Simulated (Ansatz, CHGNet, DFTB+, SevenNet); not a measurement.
# Ladder of methods for the elastic constant C33 of hcp Os

Reference value: 843 GPa (measured, 0 K, extrapolated to 0 K (read from the set's bulk modulus against, 405 at 300 K); as tabulated in Liu et al. (2023), arXiv:2002.00005).

What do GFN1-xTB as cut by DFTB+, CHGNet-r²SCAN, SevenNet-0, SevenNet-l3i5, LDA, PBE, PBEsol, r²SCAN give, and how far is each from the reference?


| level (code) | value (GPa) | cell (Å³/atom) | difference (%) |
|---|---|---|---|
| GFN1-xTB as cut by DFTB+ | 694 | 14.43 | -17.7 |
| CHGNet-r²SCAN | 681 | 14.15 | -19.2 |
| SevenNet-0 | 501 | 14.36 | -41 |
| SevenNet-l3i5 | 641 | 14.36 | -24 |
| LDA (Ansatz) | 917 | 13.70 | +8.8 |
| PBE (Ansatz) | 821 | 14.27 | -2.6 |
| PBEsol (Ansatz) | 890 | 13.89 | +5.6 |
| r²SCAN (Ansatz) | 887 | 14.02 | +5.2 |

Once the reference is moved by up to 5.0 % (a margin picked here for doubts on the reference and the settings, and for temperature and zero-point motion) and values within 1.7 % count as equal, the nearest can be PBE (-2.6 %), r²SCAN (+5.2 %) or PBEsol (+5.6 %). Among them SevenNet-0 (-41 %) misses by most.

The measured value isn't corrected to a static lattice, so vibrations enter the comparison.  Density-functional levels without +SOC have no spin–orbit coupling. GFN1-xTB as cut by DFTB+: the method was fitted mainly to molecules. GFN1-xTB as cut by DFTB+: codes differ in how they cut the long-range tail of xTB's charge interaction in a crystal, so the value belongs to this code. Each level is taken at its own relaxed cell. Cutoffs differ between the levels. Ansatz's density-functional and Hartree–Fock values are scalar-relativistic unless marked +SOC, with PAW data made under PBE.

Machine-learned potentials (CHGNet-r²SCAN, SevenNet-0, SevenNet-l3i5) are trained on DFT data: a solid inside that data is no test of them.

Differences are worked out from the printed values.

Ansatz is an electronic-structure program.
